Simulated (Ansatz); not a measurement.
# CH6S: the cost of one run

The runs use Ansatz 0.2.0, Gaussian basis; PBE0-D4 structure, single points in def2-TZVPPD.

Levels: PBE-D4, revPBE-D4, BLYP-D4, r2SCAN-D4, B97M-V, PBE0-D4, B3LYP-D4, HSE06-D4, wB97X-V, wB97M-V, B2PLYP, Hartree-Fock, MP2, CCSD, CCSD(T). The reference is CCSD(T) extrapolated to the basis limit.

Cores are frozen in the correlated methods. B3LYP uses VWN-RPA correlation. B2PLYP carries no dispersion term here.

176 further runs of the same task are left out: 176 set aside as unsound or not needed.

**1. The starting structure**

The pair, from a GFN2-xTB docking trial: 8 atoms, charge 0, spin multiplicity 1.

Atoms are counted from 1 here; the program's logs count them from 0.

Bond lengths: S1–H2 1.327 Å, S1–H3 1.327 Å, C4–H5 1.082 Å, C4–H6 1.083 Å, C4–H7 1.083 Å, C4–H8 1.083 Å. Angles: H2–S1–H3 92.2°, H5–C4–H6 109.2°, H5–C4–H7 109.3°, H5–C4–H8 109.2°, H6–C4–H7 109.7°, H6–C4–H8 109.8°, H7–C4–H8 109.6°.

Geometry (Å):

```
S     0.18580    0.25880   -2.66420
H    -0.88330   -0.37420   -2.19860
H     0.88520   -0.01250   -1.57000
C    -0.03750    0.02540    1.28420
H    -0.11730    0.32570    2.32070
H    -0.27170    0.87010    0.64890
H    -0.73350   -0.78110    1.09080
H     0.97240   -0.31230    1.08830
```

Atoms 1 to 3 are fragment A (H₂S), the rest fragment B (CH₄).

**2. A first relaxation in a small basis**

Contents of pre/in.yaml:

```yaml
crystal:
  periodic: [false, false, false]
  atoms:
    - {symbol: S, position_ang: [0.185800, 0.258800, -2.664200]}
    - {symbol: H, position_ang: [-0.883300, -0.374200, -2.198600]}
    - {symbol: H, position_ang: [0.885200, -0.012500, -1.570000]}
    - {symbol: C, position_ang: [-0.037500, 0.025400, 1.284200]}
    - {symbol: H, position_ang: [-0.117300, 0.325700, 2.320700]}
    - {symbol: H, position_ang: [-0.271700, 0.870100, 0.648900]}
    - {symbol: H, position_ang: [-0.733500, -0.781100, 1.090800]}
    - {symbol: H, position_ang: [0.972400, -0.312300, 1.088300]}
basis:
  gaussian: {orbitals: def2-SVP}
hamiltonian: {xc: pbe, dispersion: d4}
relax: {f_tol: 0.03, max_steps: 250}
```

The run is started by

```
$ ansatz run in.yaml --threads 2 --pin off --events-out ev --progress --plain --max-ram 5222MiB
```

**Question.** How long does this run take on 2 threads of Arm Neoverse V1, shared host?

About 9 s.
